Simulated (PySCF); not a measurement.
propene (C₃H₆), SMILES C=CC. Atoms are numbered in the order given.

```xyz
9

C     -0.1625     1.2306     0.0000
C      0.4564    -0.1356     0.0000
C     -0.2221    -1.2749     0.0000
H      0.1523     1.8006     0.8796
H      0.1523     1.8006    -0.8796
H     -1.2529     1.1705     0.0000
H      1.5446    -0.1709     0.0000
H     -1.3086    -1.2858     0.0000
H      0.2812    -2.2356     0.0000
```
Charge 0, spin multiplicity 1.

Geometry: ωB97X-D3(BJ)/def2-TZVP.

These are PBE/pcJ-1 (PySCF) values and carry that method's errors.

Isotropic couplings with Fermi-contact, spin-dipole and both spin-orbit terms, one fixed conformer, no vibrational averaging. Isotopes: 13C, 1H.

**Question.** Estimate the spin–spin coupling constants. (An estimate is asked for; the answer gives what the named calculation found.)

**Answer.** 
```csv
pair,bonds apart,J (Hz)
C1–C2,1,37.7
C1–H4,1,120.6
C1–H5,1,120.6
C1–H6,1,122.1
C2–C3,1,72.8
C2–H7,1,145.6
C3–H8,1,148.6
C3–H9,1,152.4
C1–C3,2,1.3
C1–H7,2,6.5
C2–H4,2,-6.0
C2–H5,2,-6.0
C2–H6,2,-3.9
C2–H8,2,-1.1
C2–H9,2,0.5
C3–H7,2,2.1
H4–H5,2,-17.2
H4–H6,2,-11.9
H5–H6,2,-11.9
H8–H9,2,2.2
C1–H8,3,8.2
C1–H9,3,12.7
C3–H4,3,6.0
C3–H5,3,6.0
C3–H6,3,7.3
H4–H7,3,3.5
H5–H7,3,3.5
H6–H7,3,12.4
H7–H8,3,16.4
H7–H9,3,10.0
H4–H8,4,-2.7
H4–H9,4,-2.3
H5–H8,4,-2.7
H5–H9,4,-2.3
H6–H8,4,-0.4
H6–H9,4,-0.3
```
